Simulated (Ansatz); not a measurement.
**Phonon frequency of some elemental metals, all fcc**

Method: PBEsol in Ansatz (PAW). References are measured values at room or unstated temperature, uncorrected unless marked, so that the deviations hold thermal and zero-point effects besides the level's error. The table is a random draw of 8 from 12 values with such references.

Values in cm⁻¹.

| solid | reference | PBEsol | deviation (%) |
|---|---|---|---|
| fcc Pd (X L) | 224 | 227 | +1.3 |
| fcc Au (X L) | 154 | 149 | -3.2 |
| fcc Au (L L) | 157 | 153 | -2.5 |
| fcc Cu (L L) | 247 | 263 | +6.5 |
| fcc Pd (L L) | 234 | 234 | 0.0 |
| fcc Pd (L T) | 111 | 113 | +1.8 |
| fcc Cu (X L) | 240 | 258 | +7.5 |
| fcc Cu (L T) | 114 | 121 | +6.1 |

Over these 8 values the mean deviation is +2.2 %, the mean absolute deviation 3.6 % (median 2.9 %), and the worst case fcc Cu (X L) at +7.5 %; the value is above the reference in 5 of 8 cases. Over all 12, from unrounded values, the mean deviation is +1.4 % and the mean absolute deviation 4.2 % (median 3.9 %).

Spin–orbit coupling is left out, also for the solids with elements from indium on (fcc Au); its size isn't shown.

Differences are worked out from the printed values.

Each level is taken at its own relaxed cell. Ansatz's density-functional and Hartree–Fock values are scalar-relativistic unless marked +SOC, with PAW data made under PBE.

Ansatz's runs of these crystals have no spin polarisation.

Not in this set, of the elemental metals with a reference value in our tables and a result at some level: 8 for a run that failed a test (PBEsol); 4 for a reference of another kind, counted apart. These can be a level's best or worst cases. Solids without a released value at any level aren't counted. Layered and molecular crystals are counted apart. The metals Ce to Yb are counted apart.

References as tabulated in Savrasov and Savrasov (1996), arXiv:cond-mat/9604124; Greeff and Graf (2004), arXiv:cond-mat/0311614; He et al. (2014), arXiv:1309.4805.

Ansatz is a program for electronic structure.
